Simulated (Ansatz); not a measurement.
One arrangement of a pair

The pair of NH3 (SMILES N, atoms 1–4) and SiH4O (SMILES [SiH3]O, atoms 5–10), both closed shells, in one local arrangement (a lower one may exist), relaxed at PBE0-D4/def2-TZVP:

```xyz
10
angstrom
N -0.1731 0.1558 -1.9849
H -0.8315 0.7222 -2.5064
H 0.7580 0.4192 -2.2845
H -0.3201 -0.8087 -2.2570
Si 0.2133 -0.1961 1.8481
O -0.6363 0.6338 0.7313
H 1.6845 0.0382 1.7395
H -0.2417 0.2565 3.1865
H 0.0044 -1.6717 1.7465
H -0.4573 0.4508 -0.2193
```

Ansatz 0.2.0; basis: def2-TZVPPD, with def2-QZVPPD for the basis limit; cores frozen in the correlated methods. B3LYP uses VWN-RPA correlation. Extrapolation: Hartree–Fock as exp(−7.88 √X), correlation as X^−2.97. Interaction energies count from these two fragments, frozen as in the pair, with the counterpoise correction; negative means bound.

Task: What is the interaction energy by CCSD(T) at an estimated basis limit (MP2 extrapolated from triple and quadruple zeta, plus CCSD(T) − MP2 in triple zeta)? (To be estimated.)

Result: Computed: -38.7 kJ/mol. Hartree–Fock alone gives -25.6 kJ/mol at the basis limit. It counts from the two fragments frozen as in the pair.

The same quantity by other methods in triple zeta, and each one's difference from that estimate:
```
   method  E_int (kJ/mol)  difference
   PBE-D4           -44.2        -5.5
revPBE-D4           -40.7        -2.0
  BLYP-D4           -40.5        -1.8
r2SCAN-D4           -42.1        -3.4
   B97M-V           -39.4        -0.7
  PBE0-D4           -43.1        -4.4
 B3LYP-D4           -41.1        -2.4
 HSE06-D4           -43.1        -4.4
  wB97X-V           -38.8        -0.1
  wB97M-V           -38.6         0.1
   B2PLYP           -36.4         2.3
       HF           -25.5        13.2
      MP2           -37.2         1.5
     CCSD           -34.2         4.5
  CCSD(T)           -36.4         2.3
```
Differences are method less estimate.

Task: Which atoms make the shortest contact between the fragments?

Result: N1 and H10, 1.81 Å apart.

Energy to bend the free fragments (PBE0-D4 minima) into their shapes in the pair, CCSD(T)/def2-TZVPPD: NH3 0.1 kJ/mol; SiH4O 3.2 kJ/mol. This must be added to the interaction energy to get the binding energy from relaxed fragments.

Basis-set superposition shift (counterpoise-corrected less uncorrected): CCSD(T) 3.1; MP2 3.1; HF 0.5; PBE0-D4 0.7; wB97M-V 0.8 kJ/mol.

The T1 diagnostic stays at or below 0.012.

For scale, one of the runs: CCSD(T)/def2-TZVPPD, 244 basis functions, launched by `ansatz run in.yaml --threads 4 --pin off --events-out ev --progress --plain --max-ram 9574MiB`. The run took 61 s on 4 CPU threads of an Arm Neoverse V1 (shared host), with 4.8 GiB of host memory at its peak.
